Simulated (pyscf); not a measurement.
Thermochemistry of product channels of Cl–GeH₃ + H atom (H•) on the doublet surface, in kJ/mol, from ωB97M-D3(BJ)/def2-TZVP energies (ideal gas, 1 atm, RRHO with modes under 100 cm⁻¹ raised to 100, one conformer, R ln 2 for chiral ones without a mode under 150 cm⁻¹). Single points on ωB97X-D3(BJ)/def2-SVP structures (PySCF, gas phase).

```
products                                                            ΔE  ΔH(298 K)  ΔG(298 K)   ΔG(600 K)
----------------------------------------------------------  ----------  ---------  ---------  ----------
Cl–GeH₂• + hydrogen (H₂)                                    (withheld)      -84.0      -92.2      -100.7
germylene (GeH₂) [singlet] + Cl atom (Cl•) + hydrogen (H₂)      +220.5     +217.3     +177.9  (withheld)
```

**Question.** Fill in the missing entries.

**Answer.** 
- Cl–GeH₂• + hydrogen (H₂), ΔE: -87.6
- germylene (GeH₂) [singlet] + Cl atom (Cl•) + hydrogen (H₂), ΔG(600 K): +137.5

These are energies of the channels, which say nothing of barriers. Left out: orbital degeneracy and the spin-orbit lowering of Cl. Elements up to Kr have no core potential and no relativistic terms here.
